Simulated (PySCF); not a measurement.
# C2H6S: the cost of one run

Programs: PySCF 2.14.0, with density-fitted response routines of our own. Each step states its level of theory. These are calculated values for one molecule in the gas phase, unless marked as measured. Atoms are numbered from 0 throughout.

## (1) Starting geometry

9 atoms, charge 0, multiplicity 1; geometry from: MMFF94s. The atoms were then displaced at random by about 0.03 Å, so the start is not that level's minimum.

Bonds of the start (Å): C0–S1 1.88, S1–C2 1.83, C0–H3 1.02, C0–H4 1.08, C0–H5 1.14, C2–H6 1.13, C2–H7 1.00, C2–H8 1.16.

## (2) Optimising the geometry at PBE0-D3(BJ)/def2-SVP

Job settings and geometry (Å):

```
{"job": {"xc": "PBE0", "basis": "def2-SVP", "d3": "d3bj", "grid": 1, "shake": 0.03, "kind": "geom"}, "charge": 0, "multiplicity": 1}
C      1.347170     0.347440     0.274340
S      0.011990     0.520080    -1.040250
C     -1.345270    -0.407640    -0.240250
H      1.644540    -0.613610     0.443300
H      2.178110     0.930950    -0.096130
H      0.913600     0.904310     1.175460
H     -0.925550    -1.428230    -0.008260
H     -2.112560    -0.426920    -0.884440
H     -1.579290     0.104200     0.777830
```

Run with:

```
> OMP_NUM_THREADS=1 python probes_run.py task.json out
```

One launch serves the whole session: the jobs run in the order shown.

**Question.** How long does this first job take on 1 thread of Arm Neoverse V1, shared host, and how much memory does it need?

About 10 s, with a peak of 0.31 GiB.
